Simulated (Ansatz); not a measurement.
The standard entropy of CH3NaO (SMILES C[O][Na]) from a frequency calculation

A singlet with charge 0, relaxed at PBE/def2-SVP (Ansatz 0.2.0):

```xyz
6

C     0.5129   -0.2062    0.0680
O    -0.7484    0.2811   -0.1205
Na   -2.5492    0.9779   -0.3900
H     0.7413   -1.1445   -0.5206
H     1.3368    0.5124   -0.2213
H     0.7485   -0.4847    1.1384
```

Harmonic wavenumbers in cm⁻¹: 89, 89, 476, 1140, 1141, 1214, 1408, 1408, 1442, 2750, 2763, 2763.

Masses in u: C 12.011, O 15.999, Na 22.99, H 1.008. Take T = 298.15 K, p = 1 bar, R = 8.3145 J/(mol K), kT/hc = 207.22 cm⁻¹, rigid rotor and harmonic oscillator.

Compute the standard molar entropy.


1. Translation (Sackur–Tetrode): S = R[3/2 ln M + 5/2 ln T − 1.1517] with M = 54.024 gives 158.6 J/(mol K).
2. Rotation: principal moments 3.214, 111.808, 111.809 u Å² give A, B, C = 5.2446, 0.1508, 0.1508 cm⁻¹; the symmetry number is σ = 3; q = (√π/σ)√((kT/hc)³/ABC) = 5103; S = R(ln q + 3/2) = 83.5.
3. Vibration: with u = ν̃/207.22, each mode gives R[u/(eᵘ − 1) − ln(1 − e⁻ᵘ)]; the sum is 34.6, most from 89 cm⁻¹ (15.4), 89 cm⁻¹ (15.4), 476 cm⁻¹ (3.0).
4. Electronic: R ln 1 = 0.0, from the spin multiplicity alone.
5. Sum: 158.6 + 83.5 + 34.6 + 0.0 = 276.7 J/(mol K).

No measured value is set beside it here. Where a soft mode is a torsion, a harmonic oscillator describes it poorly.
